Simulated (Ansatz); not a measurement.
**FHOSi: single points off equilibrium**

One table from this session's results is given with a row withheld; the runs are named, their logs left out.

Program: Ansatz 0.2.0, Gaussian basis. Level of theory: single points in def2-TZVPP. These are calculated values, not measurements.

Cores are frozen in the correlated methods.

### The starting structure

SMILES `O=[SiH]F`, 4 atoms, charge 0, spin multiplicity 1.

Atoms are counted from 1 here; the program's logs count them from 0.

Bond lengths: O1–Si2 1.487 Å, Si2–F3 1.898 Å, Si2–H4 1.568 Å. Angles: O1–Si2–F3 120.1°, O1–Si2–H4 151.4°, F3–Si2–H4 88.4°.

Coordinates:

```
O     0.4561   -1.0265    1.3829
Si    0.1753   -0.0898    0.2624
F    -1.4161   -0.2746   -0.7558
H     0.5203    1.1799   -0.5908
```

The first run:

run/in.yaml

```yaml
crystal:
  periodic: [false, false, false]
  atoms:
    - {symbol: O, position_ang: [0.456100, -1.026500, 1.382900]}
    - {symbol: Si, position_ang: [0.175300, -0.089800, 0.262400]}
    - {symbol: F, position_ang: [-1.416100, -0.274600, -0.755800]}
    - {symbol: H, position_ang: [0.520300, 1.179900, -0.590800]}
basis:
  gaussian: {orbitals: def2-TZVPP}
correlation: {method: ccsd_t}
output: {forces: true}
```

No record of the launch command was kept for these runs.

Among the steps run: CCSD(T)/def2-TZVPP; PBE0-D4/def2-TZVPP; wB97M-V/def2-TZVPP; r2SCAN-D4/def2-TZVPP; PBE-D4/def2-TZVPP; LC-wPBE/def2-TZVPP; r2SCANh-D4/def2-TZVPP.

One of the session's tables, all rows but one given; the rest of the session is left out.

```
    method  RMS force component (eV/Å)  angle to CCSD(T) forces (°)  dipole (D)
   CCSD(T)                       2.641                    reference        3.43
   PBE0-D4                       2.434                          4.8        3.52
   wB97M-V                       2.461                          4.7        3.56
 r2SCAN-D4                       2.465                          1.5        3.34
    PBE-D4                           ?                            ?           ?
   LC-wPBE                       2.432                          7.8        3.65
r2SCANh-D4                       2.465                          4.5        3.44
```

Estimate the missing values for PBE-D4.

As computed: RMS force component (eV/Å): 2.450; angle to CCSD(T) forces (°): 5.9; dipole (D): 3.22. In the column «RMS force component (eV/Å)» it lies between PBE0-D4 (2.434) and wB97M-V (2.461).
